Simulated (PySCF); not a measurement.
**Reproducing measurements on C3H2O**

**Experimental background.**

NIST CCCBDB Release 22 (SRD 101), experimental dipoles lists, for the gas: dipole moment 4.39 ± 0.06 D.

The runs below try to reproduce these values; the comparison stands at the end.

Compound: C3H2O.
Numbering: `[O:1]=[c:2]1[cH:3][cH:4]1` (hydrogens: H5 on C3; H6 on C4)

Structure used (PBE0-D3(BJ)/def2-SVP), in Å, numbered top down from 1:
```
atom  x, y, z in Å
O1     2.0047   -0.2752    0.0480
C2     0.8191   -0.1144    0.0067
C3    -0.5230   -0.6110   -0.0501
C4    -0.3432    0.7222   -0.0235
H5    -1.2764   -1.4014   -0.0898
H6    -0.8605    1.6846   -0.0275
```

Runs made with PySCF (gas phase, on this PBE0-D3(BJ)/def2-SVP geometry; no spin–orbit coupling):

| level | job | basis functions | wall time |
| --- | --- | --- | --- |
| PBE0-D3(BJ)/def2-SVP, grid level 1 | geometry optimisation from a GFN2-xTB start | 66 | 4.9 s |

Hardware: one thread, Intel Xeon Platinum 8259CL at 2.50 GHz (x86_64), on a shared host.

## Comparison

**Dipole moment.** Measured: 4.39 D (NIST CCCBDB Release 22 (SRD 101), experimental dipoles).

```
               level  computed (D)  computed − measured (D)  % (from the printed values)
PBE0-D3(BJ)/def2-SVP          3.96                    -0.43                          -10
```

The computed dipoles belong to one fixed geometry; measured ones are averaged over vibrations unless marked μe. Magnitudes are compared, not signs.

The geometry is computed, not the measured one. Where a level misses, the cause wasn't examined.
